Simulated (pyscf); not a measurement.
## Substitution at O: HO–GeH₃ + H atom (H•) → GeH₃• + water (H₂O)

Gas phase, doublet surface, charge 0. Bonds broken: Ge1–O6. Bonds formed: O6–H7. PySCF, gas phase, ωB97X-D3(BJ)/def2-SVP geometries. MP2 and CC: frozen core, UHF for open shells. ΔMP2 is the change of the MP2 total energy from the triple- to the quadruple-zeta basis.

Transition state (Å):

```xyz
7

Ge    -1.2332    -0.4586    -0.3577
H      0.3710     0.8275    -1.7369
H     -0.7066    -1.8919    -0.5406
H     -2.5423    -0.2428    -1.1352
H     -1.4280    -0.1405     1.1258
O      0.1101     0.8781    -0.7966
H      0.8271     1.8338    -0.3492
```

One imaginary mode, 1751i cm⁻¹; descent along it reached the two sides named.

```
bond    change  reactant side (Å)  saddle  product side
------  ------  -----------------  ------  ------------
Ge1–O6  breaks              1.784   1.945           3.1
O6–H7    forms                3.1   1.276         0.965
```

Electronic energies relative to the separated reactants (kJ/mol):

```tsv
level	barrier	reaction energy	reverse barrier
ωB97X-D3(BJ)/def2-TZVP	72.6	-66.1	138.7
PBE/def2-TZVP	21.7	-79.5	101.2
r²SCAN/def2-TZVP	33.3	-80.9	114.2
B3LYP-D3(BJ)/def2-TZVP	33.4	-85.1	118.5
PBE0-D3(BJ)/def2-TZVP	45.0	-77.6	122.7
M06-2X/def2-TZVP	63.3	-73.7	137.0
ωB97M-D3(BJ)/def2-TZVP	59.5	-82.1	141.5
HF/def2-TZVP	140.5	-61.4	201.9
MP2/def2-QZVPP	79.9	-65.6	145.6
CCSD/def2-TZVPP	74.8	-84.6	159.4
CCSD(T)/def2-TZVPP	67.9	-80.4	148.4
CCSD(T)/def2-TZVPP + ΔMP2(QZVPP)	65.4	-81.5	146.9
```

With CCSD(T)/def2-TZVPP + ΔMP2(QZVPP) energies and thermal terms (ideal gas, 1 atm, RRHO with modes under 100 cm⁻¹ raised to 100, one conformer, R ln 2 for rigid chiral ones), in kJ/mol:

```
T (K)   ΔH‡    ΔG‡     ΔH     ΔG
-----  ----  -----  -----  -----
298    62.4   89.2  -67.6  -77.4
600    61.3  116.8  -71.7  -86.0
900    60.1  144.9  -77.4  -91.9
1200   59.0  173.3  -83.1  -95.9
```

The same reactants have a lower exit, to HO–GeH₂• + H₂ (barrier +12.4 kJ/mol at ωB97M-D3(BJ), against +59.5 kJ/mol here). One saddle was located; it need not be the lowest between these sides. The angle at the attacked O is 145°. The CCSD(T) − MP2 part came from Ansatz, without density fitting, on the same reference. The frozen core leaves the outer d or s,p core shells of the metals and heavy elements correlated in the MP2 and CC values, and def2-TZVPP describes them poorly, which can shift differences by a few kcal/mol. Elements up to Kr have no core potential and no relativistic terms here.
